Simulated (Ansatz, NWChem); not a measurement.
**S2F2 (Difluorodisulfane): from total energies to a heat of formation**

The species is S2F2 (4 atoms), meant as a singlet with charge 0. SMILES: `FSSF`. Geometry: relaxed at PBE0-D4/def2-TZVP.

Total energies at MP2/6-311+G**, 12 core orbitals frozen (NWChem 7.3.0); the atoms run unrestricted:

| species | state | energy (Eh) |
| --- | --- | --- |
| S2F2 | singlet | -994.606457 |
| F | doublet | -99.559588 |
| S | triplet | -397.582057 |

Harmonic wavenumbers at PBE0-D4/def2-TZVP, in cm⁻¹: 188, 299, 328, 641, 705, 745.

Measured heats of formation of the gaseous atoms at 298.15 K, in kJ/mol: F 79.4, S 277.0. Spin-orbit lowering of the atoms at 298 K (mean of the ground term's levels less their thermal mean, from spectra), in kJ/mol: F 1.29, S 1.88. Take 1 Eh = 2625.50 kJ/mol, 1 cm⁻¹ = 0.0119627 kJ/mol, RT = 2.479 kJ/mol.

Q: Work out the heat of formation of the gas at 298 K.

A: 
1. Electronic atomisation energy: 2 × (-99.559588) + 2 × (-397.582057) − (-994.606457) = 0.323167 Eh = 848.5 kJ/mol.
2. Zero-point energy: half the sum of the wavenumbers, 1453 cm⁻¹ = 17.4 kJ/mol.
3. Thermal vibrational enthalpy, Σ hcν̃/(exp(hcν̃/kT) − 1): 4.5 kJ/mol. Translation, rotation and pV of a non-linear molecule: 4 RT = 9.9 kJ/mol.
4. The 4 free atoms carry 5/2 RT each: 24.8 kJ/mol.
5. Spin-orbit coupling lowers the free atoms by 2 × 1.29 + 2 × 1.88 = 6.3 kJ/mol.
6. Atomisation enthalpy at 298 K: 848.5 − 6.3 − 17.4 − 4.5 − 9.9 + 24.8 = 835.2 kJ/mol.
7. Sum of the atoms' heats of formation: 712.8 kJ/mol. Heat of formation: 712.8 − 835.2 = -122.4 kJ/mol.

The tabulated value is -336.4 kJ/mol (NIST-JANAF tables; in doubt, as an older value, an estimate or one at odds with other calculations), so this level is off by +214.0 kJ/mol, or 20.4 % of the atomisation enthalpy that the table implies (1049.1 kJ/mol). Perturbation theory converges slowly with the basis for atomisation. Anharmonicity and any spin-orbit splitting of the molecule are left out, and cores are frozen in the wave-function part.
